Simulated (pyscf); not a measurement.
Structures and frequencies: ωB97X-D3(BJ)/def2-SVP in PySCF.

For F–SiH₂–O–SiH₃ (SMILES F[SiH2]O[SiH3]) + H₃C–F (SMILES CF) → H₃Si–O–SiH₃ (SMILES [SiH3]O[SiH3]) + F–CH₂–F (SMILES FCF), a four-centre exchange (singlet surface; F–Si, C–H broken, H–Si, C–F formed), PBE/def2-TZVP gives ΔE‡ = 103.0 kcal/mol and ΔE = +44.4 kcal/mol (zero: the separated reactants). In which direction and how far do PBE0-D3(BJ)/def2-TZVP, M06-2X/def2-TZVP, ωB97M-D3(BJ)/def2-TZVP move these?

PBE0-D3(BJ): ΔE‡ = 111.0 kcal/mol, ΔE = +45.3 kcal/mol; M06-2X: ΔE‡ = 119.1 kcal/mol, ΔE = +48.4 kcal/mol; ωB97M-D3(BJ): ΔE‡ = 114.1 kcal/mol, ΔE = +47.3 kcal/mol. PBE's barrier lies under all of them, by 8.0 to 16.1 kcal/mol. Its reaction energy lies under all of them, by 0.9 to 4.0 kcal/mol. Low barriers are usual for a GGA, whose delocalisation error favours stretched bonds. The same reactants have a lower exit, to F–SiH₂–O–SiH₂• + H• + H₃C–F (no saddle counted: cutting one bond costs +98.1 kcal/mol at ωB97M-D3(BJ), against +114.1 kcal/mol here). This is the saddle that the search found; another between the same sides may lie lower.
